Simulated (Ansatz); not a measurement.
Compare A (`C1CNC1`) with its isomer B (`C/C=C/N`).

Calculated with Ansatz (gas phase, PBE0-D4/def2-TZVP geometries, no zero-point term in ΔE). CBS: MP2 limit from def2 TZ/QZ plus the TZ coupled-cluster correction, frozen cores. DFT in def2-TZVPP. B3LYP here is the variant with VWN-RPA as its local correlation; programs differ in this. Each species was taken in one conformer, which may not be the lowest.

**Question.** Which isomer does CCSD(T)/CBS put lower? Give the gap. (Estimate.)

**Answer.** The calculation gave: B, by 15.6 kcal/mol.

**Question.** Give E(B) − E(A) in kcal/mol with CCSD(T)/def2-SVP, LDA (SPW92), B3LYP-D4, PBE-D4, CCSD/def2-TZVPP, B3LYP, BLYP-D4. (Estimate.)

**Answer.** The calculation gave: CCSD(T)/def2-SVP -14.3, LDA (SPW92) -14.2, B3LYP-D4 -19.0, PBE-D4 -16.4, CCSD/def2-TZVPP -14.4, B3LYP -19.5, BLYP-D4 -20.8. None reverses the order clearly.

**Question.** Does the order hold for the free energy at 298.15 K (harmonic terms from PBE0-D4)? (Best estimate.)

**Answer.** Ansatz gave: Yes: G(B) − G(A) = -17.9 kcal/mol, for one conformer each.

Largest T1 diagnostic: 0.011.

At CCSD(T), def2-SVP lies +1.3 kcal/mol from the extrapolated value and def2-TZVPP +0.8 kcal/mol. From PBE to PBE0 (25 % exact exchange), in def2-TZVPP and without D4, E(B) − E(A) moves by +2.2 kcal/mol.
